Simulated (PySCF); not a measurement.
An EPR job on `F[C]F` [triplet].

Computed with UKS B3LYP, IGLO-III on C F, non-relativistic, mean-field spin-orbit, GIAO (PySCF 2.14.0). Geometry: PBE0-D3(BJ)/def2-SVP. A driver script takes a list of jobs; this job's settings line and coordinates (Å) are shown.

Input:
```
{"job": {"kind": "epr"}, "charge": 0, "multiplicity": 3}
F     -1.122695    -0.225684    -0.007097
C      0.005344     0.433966    -0.020756
F      1.140311    -0.213362     0.002743
```

Q: Estimate the output.

A: 
```
UKS, coarse grid
  cycle   1  E = -237.66025847  |g| = 4.30e-01
  cycle   2  E = -237.54841666  |g| = 7.55e-01
  cycle   3  E = -237.72541930  |g| = 5.42e-02
  cycle   4  E = -237.72635012  |g| = 1.74e-02
  cycle   5  E = -237.72650716  |g| = 2.46e-03
  cycle   6  E = -237.72651437  |g| = 9.88e-04
UKS, final grid
  cycle   1  E = -237.72651028  |g| = 9.96e-04
  cycle   2  E = -237.72650982  |g| = 1.70e-03
  cycle   3  E = -237.72651068  |g| = 9.95e-05
  cycle   4  E = -237.72651068  |g| = 4.46e-05
  cycle   5  E = -237.72651068  |g| = 1.04e-05
internal stability: stable
E = -237.72651068 Eh   <S^2> = 2.0035 (exact 2.0000)
g shifts (ppm)      1          2          3
  rmc          -249       -249       -249
  gc             57          7         28
  oz_so         -99        749       1169
  total        -291        507        947
hyperfine (MHz)  atom isotope    a_iso     a_fc   dipolar eigenvalues
    0   19F     292.77     292.77   -236.58    108.00    128.58
    1   13C     628.11     628.11    -73.90     -3.70     77.60
    2   19F     292.77     292.77   -236.58    108.02    128.56
zero-field splitting (cm-1)  D = -0.4204  E = -0.0244  (spin-spin 0.6976, spin-orbit -0.4509)
```

rmc, gc and oz_so are the mass-correction, gauge-correction and orbital-Zeeman/spin–orbit parts of the g shift along its three principal axes; a_iso is the isotropic hyperfine coupling and a_fc its Fermi-contact part. Atoms in this output count from 0.

Q: How far is ⟨S²⟩ from the pure-spin value?

A: S = 1 gives S(S+1) = 2.00; the run has 2.0035, 0.0035 more.

Q: Get g_iso from the total shifts.

A: Their mean is 388 ppm; added to g_e = 2.002319 it gives 2.00271.

Summary of the converged run: ⟨S²⟩ 2.004; g_iso 2.0027.

Geometry: PBE0-D3(BJ)/def2-SVP; no solvent, vibrations or thermal averaging. This triplet need not be the ground state; the singlet was not compared here.

Q: How long does this job take on x86-64 server, one thread, shared host?

A: About 6.8 s.
Labels such as C1 count atoms from 1, the log's own numbers from 0.
